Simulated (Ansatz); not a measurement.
```json
{"atom": "N", "x (Å)": "0.5500", "y (Å)": "0.0000", "z (Å)": "4.3000"}
{"atom": "N", "x (Å)": "-0.5500", "y (Å)": "0.0000", "z (Å)": "4.3000"}
{"atom": "N", "x (Å)": "0.5500", "y (Å)": "0.0000", "z (Å)": "0.0000"}
{"atom": "N", "x (Å)": "-0.5500", "y (Å)": "0.0000", "z (Å)": "0.0000"}
```

RHF on singlet N4 in separate pieces was run in several spherical basis sets with Ansatz (development build ahead of 0.2.0).

Question: Rank the basis sets by the total energy that they give, lowest first, with the distance from the lowest.
A. cc-pVDZ
B. def2-SVP
C. 6-31G

Answer: A (0.00 eV), C (4.69 eV), B (5.55 eV).

Totals follow the description of the cores as much as that of the bonds, so this order isn't one of quality for chemistry.
